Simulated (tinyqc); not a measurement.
Extended Hueckel theory, for H3O+, step by step. The parameters take no account of the charge, which enters only through the electron count. One step of it, computed by the program tinyqc.

Question. Mulliken analysis. P = C n C^T; charge = valence electrons (O 6, H 1) minus the sum of (P S)_ii on the atom; overlap population = 2 sum P_ij S_ij between two atoms.

coefficients, order 1O 2s, 1O 2px, 1O 2py, 1O 2pz, 2H 1s, 3H 1s, 4H 1s:
$$\begin{pmatrix}
0.879732 & 0.000001 & 0.000000 & 0.078636 & -0.000011 & 0.000000 & 1.027901 \\
0.000001 & 0.721061 & 0.000000 & -0.000002 & -0.906931 & 0.000000 & -0.000022 \\
0.000000 & 0.000000 & 0.721063 & 0.000000 & 0.000000 & 0.906931 & 0.000000 \\
0.019713 & 0.000002 & 0.000000 & 0.981449 & 0.000003 & 0.000000 & -0.314535 \\
0.082718 & 0.382345 & 0.000000 & -0.043665 & 0.986908 & 0.000000 & -0.665401 \\
0.082720 & -0.191171 & 0.331119 & -0.043664 & -0.493437 & -0.854683 & -0.665435 \\
0.082720 & -0.191171 & -0.331119 & -0.043664 & -0.493437 & 0.854683 & -0.665435
\end{pmatrix}$$

occupations: [2.000000, 2.000000, 2.000000, 2.000000, 0.000000, 0.000000, 0.000000]

overlap S, order 1O 2s, 1O 2px, 1O 2py, 1O 2pz, 2H 1s, 3H 1s, 4H 1s:
$$\begin{pmatrix}
1.000000 & 0.000000 & 0.000000 & 0.000000 & 0.453744 & 0.453750 & 0.453750 \\
0.000000 & 1.000000 & 0.000000 & 0.000000 & 0.368611 & -0.184309 & -0.184309 \\
0.000000 & 0.000000 & 1.000000 & 0.000000 & 0.000000 & 0.319228 & -0.319228 \\
0.000000 & 0.000000 & 0.000000 & 1.000000 & -0.124075 & -0.124077 & -0.124077 \\
0.453744 & 0.368611 & 0.000000 & -0.124075 & 1.000000 & 0.201031 & 0.201031 \\
0.453750 & -0.184309 & 0.319228 & -0.124077 & 0.201031 & 1.000000 & 0.201036 \\
0.453750 & -0.184309 & -0.319228 & -0.124077 & 0.201031 & 0.201036 & 1.000000
\end{pmatrix}$$

Give: charges; Overlap populations.

Answer.

charges: 1O -0.3964, 2H 0.4655, 3H 0.4655, 4H 0.4655

Overlap populations:
```
pair      value
2-1    0.552799
3-1    0.552803
3-2   -0.051741
4-1    0.552803
4-2   -0.051741
4-3   -0.051742
```
